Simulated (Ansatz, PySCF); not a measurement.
Species: tetrafluorosilane, SiF$_{4}$, charge 0, multiplicity 1. SMILES: F[Si](F)(F)F
Geometry: optimised at B3LYP-D3(BJ)/def2-TZVP (Ansatz, an electronic-structure program).

PBE beside other levels, property by property. Valence correlation only, unless marked. Open shells are spin-unrestricted. Spin-orbit coupling is left out. No relativistic terms. CBS marks a two-point X^-3 extrapolation of the correlation energy; Hartree-Fock from the larger set. The bracket is a focal-point correction in the basis named. Rows marked 298 K are enthalpies with B3LYP-D3(BJ) harmonic zero-point and thermal terms from PySCF. Enthalpies of formation rest on the atoms' values in the G2/97 table (older ones for B and Si), with no core term in the frozen-core levels. The coupled-cluster column (Ansatz) is a level with limits of its own: (a) RI-MP2/CBS(aug-cc-pV(T+d)Z,aug-cc-pV(Q+d)Z)+[CCSD(T)-MP2]/aug-cc-pV(T+d)Z; (b) RI-MP2/CBS(cc-pV(T+d)Z,cc-pV(Q+d)Z)+[CCSD(T)-MP2]/cc-pV(T+d)Z.

```json
[
 {"property": "enthalpy of formation at 298 K by atomisation (kcal/mol)", "PBE/def2-TZVPD (Ansatz)": "-382.0", "B3LYP-D3(BJ)/def2-TZVPD (Ansatz + dftd3)": "-369.9", "PBE0/def2-TZVPD (Ansatz)": "-365.8", "CCSD(T)/cc-pV(D+d)Z (Ansatz)": "-308.3", "coupled cluster": "-389.2 (a)", "measured": "-386.0"},
 {"property": "F-Si bond dissociation enthalpy, 298 K, to F[Si](F)F + F atom (kcal/mol)", "PBE/def2-TZVPD (Ansatz)": "158.2", "B3LYP-D3(BJ)/def2-TZVPD (Ansatz + dftd3)": "158.0", "PBE0/def2-TZVPD (Ansatz)": "156.7", "CCSD(T)/cc-pV(D+d)Z (Ansatz)": "147.5", "coupled cluster": "166.8 (b)", "measured": "-"}
]
```

Measured values: G2/97 table in ASE (Curtiss et al.); they hold spin-orbit effects, which all levels lack, and core correlation, which the frozen-core levels lack. This is an older compilation, not checked against later work.

As the rows show:
- enthalpy of formation at 298 K by atomisation: PBE lies 4.0 kcal/mol above the measured value.
- F-Si bond dissociation enthalpy, 298 K, to F[Si](F)F + F atom: PBE lies 8.6 kcal/mol below coupled cluster.
